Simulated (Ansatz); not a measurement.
Theory: DFT, revPBE, plane waves (420 eV) with PAW, scalar-relativistic in Ansatz 0.2.0. The PAW files were generated under PBE, with cores re-solved for the functional.

An element in the bcc structure gives this curve. The cell is scaled uniformly from the relaxed one, with fractional coordinates and shape fixed. Energies are extrapolated to zero smearing, pressures are those at the given smearing. Magnetic state: spin not included.

```csv
V (Å³/atom),E − E₀ (meV/atom),P (GPa)
14.055,218.3,41.28
14.694,88.6,24.43
15.333,19.6,10.73
15.971,0.0,-0.41
16.610,20.5,-9.43
17.249,73.5,-16.72
17.888,152.8,-22.58
```

Q: Which element is it?
A. molybdenum
B. iridium
C. aluminium
D. osmium

A: A. Its fit is V₀ = 15.94 Å³/atom, B₀ = 252 GPa, B₀′ = 4.2.
